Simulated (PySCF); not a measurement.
SiO, singlet: cost against accuracy

Geometry (MP2(full)/6-31G*, from the G2/97 set):

```json
{"atom": "Si", "x (Å)": "0.0000", "y (Å)": "0.0000", "z (Å)": "0.0000"}
{"atom": "O", "x (Å)": "0.0000", "y (Å)": "0.0000", "z (Å)": "1.5423"}
```

Measured, as an electronic atomization energy: 192.3 kcal/mol (G2/97 heats of formation of molecule and atoms, with zero-point and thermal terms from B3LYP taken off; Curtiss et al., J. Chem. Phys. 106, 1063 (1997), Staroverov et al., J. Chem. Phys. 119, 12129 (2003)). The measured value holds scalar relativity and spin–orbit coupling, which all computed ones lack, and core correlation, which the wave-function levels lack. Atoms are taken at the same level; beside RHF, RMP2 and RCC rows they are unrestricted. (Q) wasn't run for open shells, so the atoms' step beyond CCSDT comes from their full CI. PySCF 2.14.0; the 6-31G* set has Cartesian d functions; a miss is computed less measured; times are wall times on shared hosts and scatter by a factor of two or so; they hold the correlated step alone (with one SCF for RCCSD(T)), and functionals start from a converged Hartree–Fock density. B3LYP has the VWN-RPA form, and B2PLYP's MP2 part freezes the cores. A small miss in a small set is a cancellation of the method's error against the basis error.

```
    level        basis  miss (kcal/mol)  time of the run      hardware
  full CI       STO-3G            -27.2           0.06 s  1 CPU thread
 RCCSD(T)       STO-3G            -26.9           0.13 s  1 CPU thread
RCCSDT(Q)       STO-3G            -27.5           0.36 s  1 CPU thread
 RCCSD(T)       6-31G*            -19.8           0.38 s  1 CPU thread
 RCCSD(T)  cc-pV(D+d)Z            -25.8           0.46 s  1 CPU thread
    BHLYP       STO-3G            -33.6           0.46 s  1 CPU thread
     PBE0       STO-3G             -7.7           0.48 s  1 CPU thread
      PBE       STO-3G             19.8           0.55 s  1 CPU thread
    B3LYP       STO-3G             -1.2           0.57 s  1 CPU thread
     PBE0        6-31G            -49.7           0.65 s  1 CPU thread
   B2PLYP        6-31G            -43.9           0.69 s  1 CPU thread
    BHLYP        6-31G            -66.1           0.69 s  1 CPU thread
    B3LYP        6-31G            -43.6           0.76 s  1 CPU thread
    BHLYP       6-31G*            -30.3           0.93 s  1 CPU thread
    B3LYP       6-31G*            -12.0              1 s  1 CPU thread
    BHLYP  cc-pV(D+d)Z            -31.6            1.1 s  1 CPU thread
      PBE       6-31G*             -1.6            1.1 s  1 CPU thread
     PBE0  cc-pV(D+d)Z            -18.1            1.1 s  1 CPU thread
   r2SCAN        6-31G            -40.2            1.1 s  1 CPU thread
   B2PLYP  cc-pV(D+d)Z            -13.2            1.1 s  1 CPU thread
    B3LYP  cc-pV(D+d)Z            -12.8            1.2 s  1 CPU thread
      PBE  cc-pV(D+d)Z             -2.3            1.3 s  1 CPU thread
    SPW92  cc-pV(T+d)Z             31.3            1.7 s  1 CPU thread
     PBE0  cc-pV(T+d)Z            -10.5            2.3 s  1 CPU thread
    B3LYP  cc-pV(T+d)Z             -5.3            2.4 s  1 CPU thread
      PBE  cc-pV(T+d)Z              4.1            2.6 s  1 CPU thread
 RCCSD(T)  cc-pV(T+d)Z             -9.6            3.7 s  1 CPU thread
  wB97X-V       STO-3G             -6.8            4.4 s  1 CPU thread
  wB97M-V       STO-3G              1.0            4.5 s  1 CPU thread
  wB97X-V        6-31G            -46.5            5.5 s  1 CPU thread
CAM-B3LYP  cc-pV(T+d)Z             -5.0            5.7 s  1 CPU thread
  wB97X-V       6-31G*            -11.1            5.9 s  1 CPU thread
  wB97M-V  cc-pV(D+d)Z             -6.6            6.8 s  1 CPU thread
   B97M-V  cc-pV(T+d)Z             -3.2              9 s  1 CPU thread
  wB97M-V  cc-pV(T+d)Z             -0.2             12 s  1 CPU thread
    B3LYP  cc-pV(Q+d)Z             -4.4             17 s  1 CPU thread
RCCSDT(Q)       6-31G*            -18.6             19 s  1 CPU thread
  wB97X-V  cc-pV(Q+d)Z             -2.9             39 s  1 CPU thread
      RHF  cc-pV(Q+d)Z            -83.8             48 s  1 CPU thread
RCCSDT(Q)  cc-pV(T+d)Z             -9.1           12 min  1 CPU thread
```

HF's time is that of a plain UHF run.

The smallest set from which on each level stays within 1 kcal/mol of its own cc-pV(Q+d)Z value (sets in order of size: STO-3G, 6-31G, 6-31G*, cc-pV(D+d)Z, cc-pV(T+d)Z, cc-pV(Q+d)Z): RHF none (cc-pV(T+d)Z is 1.1 kcal/mol off); PBE cc-pV(T+d)Z; r2SCAN cc-pV(T+d)Z; B3LYP cc-pV(T+d)Z; wB97M-V cc-pV(T+d)Z; B2PLYP none (cc-pV(T+d)Z is 2.2 kcal/mol off); RMP2 none (cc-pV(T+d)Z is 5.3 kcal/mol off); RCCSD(T) none (cc-pV(T+d)Z is 5.0 kcal/mol off).
